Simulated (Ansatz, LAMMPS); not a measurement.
**How well does each level of theory give the zone-centre LO phonon frequency of rock-salt CaO?**

Reference value: 585 cm⁻¹ (measured, temperature not stated, no zero-point or thermal correction; as tabulated in Roshan et al. (2021), arXiv:2110.13857).

```tsv
level (code)	value (cm⁻¹)	cell (Å³/atom)	difference (%)
ionic model cherry1995 (shell model, LAMMPS)	577	12.19	-1.4
ionic model lewis1985b (shell model, LAMMPS)	472	13.90	-19.3
ionic model matsui1994 (rigid ions, LAMMPS)	586	13.49	+0.2
LDA (Ansatz)	569	13.04	-2.7
PBE (Ansatz)	537	14.09	-8.2
r²SCAN (Ansatz)	566	13.78	-3.2
```

Once the reference is moved by up to 3.0 % (a margin picked here for doubts on the reference and the settings, and for temperature and zero-point motion) and values within 0.7 % count as equal, the nearest can be ionic model matsui1994 (+0.2 %), ionic model cherry1995 (-1.4 %), LDA (-2.7 %) or r²SCAN (-3.2 %). Farthest off among them: ionic model lewis1985b (-19.3 %).

The measured value isn't corrected to a static lattice, so vibrations enter the comparison.  Rigid ions have no electronic screening (ε∞ = 1). Each level is taken at its own relaxed cell. Cutoffs and k meshes differ between the levels. Ansatz's density-functional and Hartree–Fock values are scalar-relativistic unless marked +SOC, with PAW data made under PBE.

Empirical potentials (ionic model cherry1995, ionic model lewis1985b, ionic model matsui1994) are fitted to chosen data: where that held the value shown, agreement is built in, and what lay outside the fit can be far off.

Differences are worked out from the printed values.

Ansatz is a quantum-chemistry and plane-wave program.
